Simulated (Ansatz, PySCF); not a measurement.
Species: pyrrole, C4H5N, charge 0, multiplicity 1. 
Geometry from a B3LYP-D3(BJ)/def2-TZVP (Ansatz, a first-principles code) optimisation:
```
N
H 1 1.0036
C 1 1.3709 2 125.06
C 1 1.3709 2 125.06 3 180.00
C 4 1.3739 1 107.64 2 -180.00
C 3 1.3739 1 107.64 2 180.00
H 3 1.0761 1 121.31 2 0.00
H 4 1.0761 1 121.31 2 0.00
H 5 1.0770 4 125.75 8 0.00
H 6 1.0770 3 125.75 7 0.00
```

Quantity: atomisation energy (electronic, to ground-state atoms), in kcal/mol. Correlated levels leave the core frozen unless marked. Open shells are spin-unrestricted. Spin-orbit coupling is left out. No relativistic terms. The coupled-cluster limit lacks core correlation, which all-electron functionals hold. CBS marks a two-point X^-3 extrapolation of the correlation energy; Hartree-Fock from the larger set. [CCSD(T)-MP2]/basis is that difference in the basis named.

| level | program | atomisation energy (kcal/mol) | minus last row |
|---|---|---|---|
| HF/6-31G | Ansatz | 716.5 | -352.5 |
| HF/6-31G* | Ansatz | 757.3 | -311.7 |
| HF/def2-TZVPD | PySCF | 764.3 | -304.7 |
| RI-HF/aug-cc-pVTZ | Ansatz | 765.2 | -303.8 |
| BLYP-D3(BJ)/def2-TZVPD | Ansatz + dftd3 | 1077.9 | 8.9 |
| BLYP/def2-TZVPD | Ansatz | 1067.7 | -1.3 |
| revPBE-D3(BJ)/def2-TZVPD | Ansatz + dftd3 | 1080.9 | 11.9 |
| revPBE/def2-TZVPD | Ansatz | 1068.2 | -0.8 |
| r2SCAN/def2-TZVPD | Ansatz | 1075.9 | 6.9 |
| PBE0/def2-TZVP | Ansatz | 1085.1 | 16.1 |
| PBE0/def2-TZVPD | Ansatz | 1085.9 | 16.9 |
| PBE0/def2-QZVPP | Ansatz | 1087.0 | 18.0 |
| BHLYP/def2-TZVPD | Ansatz | 1031.4 | -37.6 |
| TPSSh-D4/def2-TZVPD | PySCF + dftd4 | 1077.6 | 8.6 |
| CAM-B3LYP-D4/def2-TZVPD | Ansatz + dftd4 | 1078.5 | 9.5 |
| CAM-B3LYP/def2-TZVPD | Ansatz | 1074.7 | 5.7 |
| LC-wPBE-D3(BJ)/def2-TZVPD | Ansatz + dftd3 | 1081.8 | 12.8 |
| B2PLYP-D4/def2-TZVPD | Ansatz + dftd4 | 1066.5 | -2.5 |
| RI-MP2/CBS(cc-pVTZ,cc-pVQZ) | Ansatz | 1098.2 | 29.2 |
| SCS-MP2/cc-pVTZ | Ansatz | 1056.2 | -12.8 |
| RI-MP2/CBS(cc-pVTZ,cc-pVQZ)+[CCSD(T)-MP2]/cc-pVTZ | Ansatz | 1069.0 | 0.0 |
